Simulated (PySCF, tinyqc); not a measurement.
Ways to converge the cycle: SCF convergence aids in the sto-3g basis, for H2O, spin multiplicity 1. Computed by the program tinyqc with PySCF. RHF with one setting changed at a time; a run stops when the energy changes by less than 1e-09 hartree and the error matrix is below 1e-5. The start is the core Hamiltonian. Damping d keeps d of the old density; a shift (hartree) raises the virtual levels; DIIS n extrapolates F over n matrices.

Geometry (angstrom):

| atom | x | y | z |
|---|---|---|---|
| O | 0.0000 | 0.0000 | 0.0000 |
| H | 0.0000 | 0.9990 | 0.8880 |
| H | 0.0000 | -0.9990 | 0.8880 |

lowest restricted solution found by these runs and by PySCF = -74.815874 hartree

Largest element of the error matrix X^T (FDS - SDF) X:

| iteration | plain | damping 0.3 | damping 0.6 | shift 0.4 | DIIS 3 | DIIS 8 |
|---|---|---|---|---|---|---|
| 1 | 3.6e-01 | 3.6e-01 | 3.6e-01 | 3.6e-01 | 3.6e-01 | 3.6e-01 |
| 2 | 5.0e-01 | 1.3e-01 | 1.9e-01 | 8.1e-02 | 5.0e-01 | 5.0e-01 |
| 3 | 2.9e-01 | 7.7e-02 | 1.3e-01 | 3.1e-02 | 1.1e-01 | 1.1e-01 |
| 4 | 1.3e-01 | 4.2e-02 | 9.3e-02 | 1.3e-02 | 1.4e-02 | 1.4e-02 |
| 5 | 6.8e-02 | 2.3e-02 | 6.5e-02 | 5.7e-03 | 4.3e-03 | 3.8e-03 |
| 6 | 2.8e-02 | 1.3e-02 | 4.6e-02 | 2.7e-03 | 1.0e-03 | 1.9e-03 |
| 8 | 6.1e-03 | 3.9e-03 | 2.3e-02 | 7.3e-04 | 1.4e-05 | 9.4e-07 |
| 10 | 1.4e-03 | 1.6e-03 | 1.3e-02 | 3.8e-04 | - | - |
| 14 | 8.3e-05 | 4.2e-04 | 4.3e-03 | 1.1e-04 | - | - |
| 20 | - | 5.5e-05 | 9.3e-04 | 1.6e-05 | - | - |
| 30 | - | - | 1.6e-04 | - | - | - |
| 45 | - | - | 1.1e-05 | - | - | - |

How each run ends:

| run | iterations | E (hartree) | state |
|---|---|---|---|
| plain | 18 | -74.81587 | lowest found |
| damping 0.3 | 26 | -74.81587 | lowest found |
| damping 0.6 | 46 | -74.81587 | lowest found |
| shift 0.4 | 22 | -74.81587 | lowest found |
| DIIS 3 | 9 | -74.81587 | lowest found |
| DIIS 8 | 9 | -74.81587 | lowest found |

What does the comparison show, and why?

6 of 6 runs reach the lowest restricted solution found, in 9 to 46 iterations (fastest: DIIS 3, DIIS 8). Plain steps already contract here, so damping only slows them. DIIS 3 and DIIS 8 gain by cancelling the error over several earlier matrices, much as a quasi-Newton step does. The restricted reference is unstable here: a spin-polarised solution lies 0.0087 hartree lower (PySCF), so results built on it describe a poor reference.
